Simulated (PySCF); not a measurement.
Static response to an electric field

Compound: 2-chloropropionitrile, C3H4ClN.
Cartesian coordinates in Å at the GFN2-xTB level; atoms count from 1:
```
atom  x, y, z in Å
C1    -0.9997   -0.2675    0.0437
C2     0.3117    0.4882   -0.1104
Cl3    0.6273    1.5113    1.3504
C4     1.4316   -0.4102   -0.2435
N5     2.3155   -1.1281   -0.3347
H6    -1.8195    0.4347    0.1700
H7    -0.9594   -0.9242    0.9097
H8    -1.1799   -0.8694   -0.8453
H9     0.2860    1.1712   -0.9651
```

Level: CAM-B3LYP/def2-SVPD (PySCF), static field, nuclei fixed, core orbitals frozen in the response. The polarisability tensor in these axes (au):

```
x   56.63 -4.84 -0.65
y   -4.84 55.10  7.84
z   -0.65  7.84 49.44
```

Give the principal values, the mean and the anisotropy Δα = √{½[(α1 − α2)² + (α2 − α3)² + (α1 − α3)²]}.

Principal values 43.52, 54.19 and 63.45 au; mean 53.72 au = 7.96 Å³ = 8.86 × 10⁻⁴⁰ C²·m²/J; Δα = 17.28 au (32 % of the mean).

What is the dipole moment, and where does it point?

(-3.44, 1.08, -0.99) D, 3.74 D in size, pointing from the negative to the positive side. Measured along this direction, the outermost atoms are N5 at the negative end and H6 at the positive end.

What would n − 1 = 2πNα be for an ideal gas of these molecules at 500 K and 1 atm, electronic part alone?

N = p/kT = 1.4678 × 10¹⁹ cm⁻³, so n − 1 = 2π × N × 7.96 × 10⁻²⁴ cm³ = 734 × 10⁻⁶ at long wavelengths, for an ideal gas.

Along which axes do the principal values lie, and how far do the nuclei extend along each?

Largest value along (-0.55, 0.72, 0.43), where the nuclei span 3.61 Å; middle along (0.82, 0.35, 0.46), 3.32 Å; least along (-0.18, -0.60, 0.78), 2.95 Å. The response follows the extents in order.

Molar refractivity from α?

Lorentz–Lorenz: R = (4π/3)N_A α = 2.5225 cm³/(mol·Å³) × 7.96 Å³ = 20.1 cm³/mol, in the limit of long wavelengths.

Rayleigh depolarisation ratio (linearly polarised light, static tensor)?

ρ = 3Δα²/(45ᾱ² + 4Δα²) = 896.0/(129868 + 1194.7) = 0.00684.

How large is μ²/3kT at 298 K beside α?

In Gaussian units μ²/3kT = 113.47 Å³ against 7.96 Å³, a ratio of 14.25; the Debye molar polarisation (4π/3)N_A(α + μ²/3kT) is 306.3 cm³/mol, leaving out the vibrational part.

Geometry: GFN2-xTB; no solvent, vibrations or thermal averaging.

The run behind these numbers computed excited states as well. The run took 14 s on an x86-64 server with one thread, on a shared host.
